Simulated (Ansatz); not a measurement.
# AlNH₂+ (quartet): wave-function methods side by side, cc-pVTZ

Aim: climb from Hartree-Fock through coupled cluster for AlNH₂+ (quartet) at one geometry and basis, and see what each rung misses.

The runs use Ansatz 0.2.0, Gaussian basis; cc-pVTZ, core rule «outside noble gas», up to 6 orbitals frozen.

Plan: UHF; CCSD(T) on ROHF; CCSD(T) on UHF; BCCD(T) on ROHF; CCSDT(Q) on ROHF; CCSDT(Q) on UHF.

16 further runs of the same task are left out: 10 for a known fault of the program, 6 set aside as unsound or not needed.

## 1. The system

The geometry is a PBE0/def2-TZVP stationary point (not a proven minimum) of the parent state, kept for this charge and spin.

4 atoms, charge 1, spin multiplicity 4.

Atoms are counted from 1 here; the program's logs count them from 0.

Bond lengths: Al1–N2 1.771 Å, N2–H3 1.007 Å, N2–H4 1.007 Å. Angles: Al1–N2–H3 124.1°, Al1–N2–H4 124.1°, H3–N2–H4 111.7°.

## 2. UHF

Input file in.yaml:

```yaml
crystal:
  periodic: [false, false, false]
  atoms:
    - {symbol: Al, position_ang: [0.000000, 0.000000, 0.686473]}
    - {symbol: N, position_ang: [0.000000, 0.000000, -1.084932]}
    - {symbol: H, position_ang: [0.000000, 0.833405, -1.649784]}
    - {symbol: H, position_ang: [0.000000, -0.833405, -1.649784]}
basis:
  gaussian: {orbitals: cc-pVTZ}
total_charge: 1
magnetization: {spin_polarized: true, initial_magnetization: 3}
hamiltonian: {xc: hf}
output: {orbitals: {seedname: orbitals}}
```

The run is started by

```bash
ansatz run in.yaml --threads 1 --pin off --events-out ev --progress --plain --max-ram 2816MiB --backend cpu
```

The runs that follow: CCSD(T) on ROHF; CCSD(T) on UHF; BCCD(T) on ROHF; CCSDT(Q) on ROHF; CCSDT(Q) on UHF.

Q: Predict the results of all the runs planned. Wanted: UCCSDT(Q) below the RHF energy; RMP2 from UCCSDT(Q); UMP2 from UCCSDT(Q); RCCSD from UCCSDT(Q); RCCSD(T) from UCCSDT(Q); UCCSD(T) from UCCSDT(Q); RCCSDT(Q) from UCCSDT(Q); T1 diagnostic.

The runs gave:

| quantity | value |
| --- | --- |
| UCCSDT(Q) below the RHF energy | -6.0833 eV |
| RMP2 from UCCSDT(Q) | +727.6 meV |
| UMP2 from UCCSDT(Q) | +740.2 meV |
| RCCSD from UCCSDT(Q) | +187.5 meV |
| RCCSD(T) from UCCSDT(Q) | +22.3 meV |
| UCCSD(T) from UCCSDT(Q) | +19.5 meV |
| RCCSDT(Q) from UCCSDT(Q) | +3.4 meV |
| levels within 1 kcal/mol (43 meV) | RCCSD(T), UCCSD(T), BCCD(T), RCCSDT, UCCSDT, RCCSDT(Q) |
| T1 diagnostic | 0.015 |

What this shows: RCCSD(T) misses by +22.3 meV, 0.4 % of the correlation energy. These misses are within one basis, not against nature; the frozen cores of restricted and unrestricted runs differ, which can shift their rows.
